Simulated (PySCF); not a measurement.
## Quadrupole coupling of `N#[N+][O-]`: levels of theory against gas-phase measurements

Values to reproduce (atoms as numbered below): 14N at N1: χzz = -0.77376 MHz [1]; 14N at N2: χzz = -0.26758 MHz [1].
[1] measured, gas; W. C. Bailey, Calculation of NQCC in Gaseous State Molecules (compilation of microwave values)

Compound: N₂O.
Geometry (GFN2-xTB, Å), atoms numbered from 1 in this order:
```
atom  x, y, z in Å
N1    -1.117    0.103   -0.006
N2    -0.011    0.103   -0.004
O3     1.139    0.103   -0.003
```

Problem. How do the computed couplings compare?

Solution. PySCF, non-relativistic, all at one geometry, with Q(14N) = 0.02044 b:

```csv
level,functions,14N N1 (MHz),14N N2 (MHz),mean of computed/reference − 1 (%)
B3LYP/pcJ-1,81,-0.935,-0.001,-39.4
PBE0/pcSseg-1,51,-0.878,-0.258,+4.9
```

Closest here is PBE0/pcSseg-1 (8.5 % unsigned error), furthest B3LYP/pcJ-1 (60.2 %); one molecule doesn't rank methods. Computed values are for fixed nuclei, while measured ones can include vibrational averaging. GFN2-xTB bond lengths can be off by several hundredths of an ångström, more for odd bonds, and the gradients follow them.
